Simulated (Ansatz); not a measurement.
# BH6Si2: the cost of one run

Program: Ansatz 0.2.0. Level of theory: UHF/def2-SVP. These are calculated values, not measurements.

## (1) The starting structure

Bond lengths: B1–Si2 1.894 Å, Si2–Si3 2.306 Å, B1–H4 1.177 Å, B1–H5 1.176 Å, Si2–H6 1.485 Å, Si3–H7 1.470 Å, Si3–H8 1.469 Å, Si3–H9 1.469 Å. Angles: B1–Si2–Si3 131.2°, B1–Si2–H6 122.1°, Si3–Si2–H6 106.7°, Si2–B1–H4 120.2°, Si2–B1–H5 122.2°, H4–B1–H5 117.5°, Si2–Si3–H7 113.4°, Si2–Si3–H8 110.7°, Si2–Si3–H9 114.5°, H7–Si3–H8 106.0°, H7–Si3–H9 105.9°, H8–Si3–H9 105.8°.

Coordinates:

```xyz
9

B    -1.0607    1.0836   -1.5337
Si    0.0393    0.7881   -0.0209
Si    0.6962   -1.1595    1.0238
H    -1.4637    0.1725   -2.1603
H    -1.3751    2.1625   -1.8792
H     0.6407    1.9076    0.7481
H     1.8167   -1.8326    0.3508
H    -0.4051   -2.1321    1.0484
H     1.1118   -0.9900    2.4230
```

## (2) Relaxing end A

File input.yaml:

```yaml
crystal:
  periodic: [false, false, false]
  atoms:
    - { symbol: B, position_ang: [-1.06073, 1.08359, -1.53374] }
    - { symbol: Si, position_ang: [0.03932, 0.78812, -0.02095] }
    - { symbol: Si, position_ang: [0.6962, -1.15953, 1.02382] }
    - { symbol: H, position_ang: [-1.46374, 0.1725, -2.16025] }
    - { symbol: H, position_ang: [-1.3751, 2.16245, -1.87919] }
    - { symbol: H, position_ang: [0.64069, 1.90757, 0.74808] }
    - { symbol: H, position_ang: [1.81666, -1.83262, 0.3508] }
    - { symbol: H, position_ang: [-0.40508, -2.13212, 1.04844] }
    - { symbol: H, position_ang: [1.11178, -0.98996, 2.42299] }
magnetization:
  spin_polarized: true
  initial_magnetization: 1
basis:
  gaussian: { orbitals: def2-SVP }
hamiltonian:
  xc: hf
relax:
  f_tol: 0.02
  max_steps: 50
output:
  orbitals: {}
```

Run with:

```
$ ansatz run input.yaml --threads 2 --pin off --max-ram 3072MiB --backend cpu --events-out ev --progress --plain --runs-dir out
```

Q: Estimate wall time and peak memory on 2 threads of AMD EPYC 9R14 (Zen 4), shared host.

About 11 s, with a peak of 0.18 GiB.
